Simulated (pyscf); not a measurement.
Hydrogen abstraction: orthosilicic acid (HO–Si(OH)(OH)–OH) + hydroxyl (OH•) -> •O–Si(OH)(OH)–OH + water (H₂O)

Gas phase, doublet surface, charge 0. Bonds broken: O1–H6. Bonds formed: H6–O10. PySCF, gas phase, ωB97X-D3(BJ)/def2-SVP geometries.

Transition state (Å):

```xyz
11

O     -0.3564     1.8130    -0.2651
Si    -1.0517     0.3404    -0.5910
O     -0.0726    -0.9637    -0.3135
O     -1.4905     0.4813    -2.1703
O     -2.3525     0.0932     0.4172
H     -0.4021     2.1893     0.8626
H      0.8488    -0.8817    -0.5799
H     -1.8122    -0.3138    -2.6060
H     -2.3144    -0.7408     0.8997
O     -0.6139     1.8197     1.9134
H     -1.5397     1.5198     1.8261
```

One imaginary mode, 1698i cm⁻¹; descent along it reached the two sides named, in the forms told below.

```json
[
 {"bond": "O1–H6", "change": "breaks", "reactant side (Å)": "0.972", "saddle": "1.190", "product side": "2.244"},
 {"bond": "H6–O10", "change": "forms", "reactant side (Å)": "2.049", "saddle": "1.134", "product side": "0.967"}
]
```

Electronic energies relative to the separated reactants (kcal/mol):

```csv
level,barrier,reaction energy,reverse barrier
ωB97X-D3(BJ)/def2-TZVP,8.3,+3.8,4.5
PBE/def2-TZVP,-5.3,-0.9,-4.4
r²SCAN/def2-TZVP,-0.1,+2.1,-2.2
B3LYP-D3(BJ)/def2-TZVP,3.3,+2.5,0.8
PBE0-D3(BJ)/def2-TZVP,4.2,+3.1,1.1
M06-2X/def2-TZVP,9.4,+4.2,5.1
ωB97M-D3(BJ)/def2-TZVP,8.6,+3.7,4.9
HF/def2-TZVP,38.2,+5.8,32.4
```

With ωB97M-D3(BJ)/def2-TZVP energies and thermal terms (ideal gas, 1 atm, RRHO with modes under 100 cm⁻¹ raised to 100, one conformer, R ln 2 for chiral ones without a mode under 150 cm⁻¹), in kcal/mol:

```csv
T (K),ΔH‡,ΔG‡,ΔH,ΔG
298,6.8,15.6,+4.3,+2.9
600,6.7,24.6,+3.9,+1.6
900,7.0,33.5,+3.5,+0.5
1200,7.5,42.3,+3.1,-0.4
```

On the reactant side the descent ends in a complex (not fully relaxed), 6.9 kcal/mol under the separated species and 15.2 kcal/mol under the saddle at ωB97X-D3(BJ)/def2-TZVP. On the product side the descent ends in a complex, 7.5 kcal/mol under the separated species and 12.0 kcal/mol under the saddle at ωB97X-D3(BJ)/def2-TZVP. At PBE the saddle lies under the separated reactants, which points to a path from their complex (located at ωB97X-D3(BJ) alone). At PBE, r²SCAN the saddle lies under the separated products, which points to a path from their complex (located at ωB97X-D3(BJ) alone), and parting the products costs more than the saddle. This is the saddle that the search found; another between the same sides may lie lower. The angle at the transferred H is 141°. Left out: orbital degeneracy and the spin-orbit lowering of OH.
